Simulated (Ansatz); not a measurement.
# CH₅N (triplet): the correlation ladder at distance C1–H5 along a hydrogen transfer = 1.126 Å, cc-pVDZ

The task here is to estimate one member of a computed series from the others.

Computed with Ansatz 0.2.0, Gaussian basis. Level: cc-pVDZ, core rule «outside noble gas», up to 2 orbitals frozen.

To be run: UHF; CCSD(T) on ROHF; CCSD(T) on UHF; BCCD(T) on ROHF; CISD; CCSDT(Q) on ROHF; CCSDT(Q) on UHF; CASSCF and MRCISD+Q, 4 electrons in 4 orbitals; CASSCF and NEVPT2, 4 electrons in 4 orbitals.

### The system

The geometry derives from fragments relaxed apart (PBE0/def2-TZVP) and kept rigid, so it is no stationary point. A hydrogen atom is moved between rigid fragments.

7 atoms, charge 0, spin multiplicity 3.

Atoms are counted from 1 here; the program's logs count them from 0.

Bond lengths: C1–H2 1.090 Å, C1–H3 1.090 Å, C1–H4 1.090 Å, C1–H5 1.126 Å, H5–N6 1.259 Å, N6–H7 1.040 Å. Angles: H2–C1–H3 109.5°, H2–C1–H4 109.5°, H2–C1–H5 109.5°, H3–C1–H4 109.5°, H3–C1–H5 109.5°, H4–C1–H5 109.5°, C1–H5–N6 180.0°, H5–N6–H7 105.0°.

Set-up of the first run:

in.yaml reads:

```yaml
crystal:
  periodic: [false, false, false]
  atoms:
    - {symbol: C, position_ang: [-1.162948, 0.032592, 0.000000]}
    - {symbol: H, position_ang: [-1.526154, 1.059892, 0.000000]}
    - {symbol: H, position_ang: [-1.526154, -0.481059, 0.889668]}
    - {symbol: H, position_ang: [-1.526154, -0.481059, -0.889669]}
    - {symbol: H, position_ang: [-0.036948, 0.032592, 0.000000]}
    - {symbol: N, position_ang: [1.222052, 0.032592, 0.000000]}
    - {symbol: H, position_ang: [1.491133, -0.971635, 0.000000]}
basis:
  gaussian: {orbitals: cc-pVDZ}
magnetization: {spin_polarized: true, initial_magnetization: 2}
hamiltonian: {xc: hf}
output: {orbitals: {seedname: orbitals}}
```

The run is started by

```
ansatz run in.yaml --threads 1 --pin off --events-out ev --progress --plain --max-ram 4096MiB --backend cpu
```

Steps of the session up to this table: UHF; CCSD(T) on ROHF; CCSD(T) on UHF; BCCD(T) on ROHF; CISD; CCSDT(Q) on ROHF; CCSDT(Q) on UHF; CASSCF and MRCISD+Q, 4 electrons in 4 orbitals; CASSCF and NEVPT2, 4 electrons in 4 orbitals.

One of the session's tables, all rows but one given; the rest of the session is left out.

It belongs to the step «Misses and costs». 

| method | from UCCSDT(Q) (kcal/mol) |
| --- | --- |
| ROHF | +216.62 |
| UHF | +209.48 |
| RMP2 | +30.77 |
| UMP2 | +31.29 |
| CISD | +23.09 |
| RCCSD | +5.47 |
| UCCSD | +5.31 |
| RCCSD(T) | +0.78 |
| UCCSD(T) | +0.78 |
| BCCD(T) | ? |
| RCCSDT | +0.28 |
| UCCSDT | +0.25 |
| RCCSDT(Q) | +0.03 |
| UCCSDT(Q) | 0 |
| CASSCF pair | +204.43 |
| NEVPT2 pair | +31.12 |
| MRCISD pair | +21.16 |
| MRCISD+Q pair | +2.58 |

**Question.** Estimate the row for BCCD(T).

**Answer.** from UCCSDT(Q) (kcal/mol): +0.80. In the column «from UCCSDT(Q) (kcal/mol)» it lies between UCCSD(T) (+0.78) and MRCISD+Q pair (+2.58).

To keep in mind: Restricted and unrestricted rows rest on different reference determinants; where their highest levels disagree by more than a few hundredths of an eV, they describe different states and don't form one ladder.
